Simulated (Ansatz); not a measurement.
**SiH2O (singlet): from Hartree-Fock to the top rungs at a displaced geometry (v1), cc-pVDZ**

The task here is to estimate one member of a computed series from the others.

The runs use Ansatz 0.2.0, Gaussian basis; cc-pVDZ, core rule «outside noble gas», up to 6 orbitals frozen.

The runs, in order: UHF; CCSD(T) on RHF; BCCD(T) on RHF; CISD; CCSDT(Q) on RHF.

23 further runs of the same task are left out: 8 for a known fault of the program, 7 that didn't finish, 8 set aside as unsound or not needed.

**The geometry**

The geometry is a PBE0/def2-TZVP stationary point (not a proven minimum) with its atoms shifted at random (size 0.040 Å).

4 atoms, charge 0, spin multiplicity 1.

Atoms are counted from 1 here; the program's logs count them from 0.

Bond lengths: Si1–O2 1.527 Å, Si1–H3 1.494 Å, Si1–H4 1.490 Å. Angles: O2–Si1–H3 122.0°, O2–Si1–H4 122.2°, H3–Si1–H4 115.8°.

The first run:

in.yaml

```yaml
crystal:
  periodic: [false, false, false]
  atoms:
    - {symbol: Si, position_ang: [0.000475, 0.005088, 0.495264]}
    - {symbol: O, position_ang: [-0.000358, -0.011055, -1.031688]}
    - {symbol: H, position_ang: [0.047606, 1.279165, 1.273187]}
    - {symbol: H, position_ang: [-0.055171, -1.245468, 1.302990]}
basis:
  gaussian: {orbitals: cc-pVDZ}
magnetization: {spin_polarized: true, initial_magnetization: 0}
hamiltonian: {xc: hf}
output: {orbitals: {seedname: orbitals}}
```

On the command line:

```
$ ansatz run in.yaml --threads 1 --pin off --events-out ev --progress --plain --max-ram 2393MiB
```

Steps of the session up to this table: UHF; CCSD(T) on RHF; BCCD(T) on RHF; CISD; CCSDT(Q) on RHF.

One table of the session follows, with a row left open; its other results are not shown here.

```
   method  from RCCSDT(Q) (meV)
      RHF               +8638.8
     RMP2                +711.5
     CISD               +1000.0
    RCCSD                +328.4
 RCCSD(T)                     ?
  BCCD(T)                 +56.6
   RCCSDT                 +36.4
RCCSDT(Q)                     0
```

Q: Estimate the row for RCCSD(T) from the others.

The run gave: from RCCSDT(Q) (meV): +57.9. In the column «from RCCSDT(Q) (meV)» it lies between BCCD(T) (+56.6) and RCCSD (+328.4).
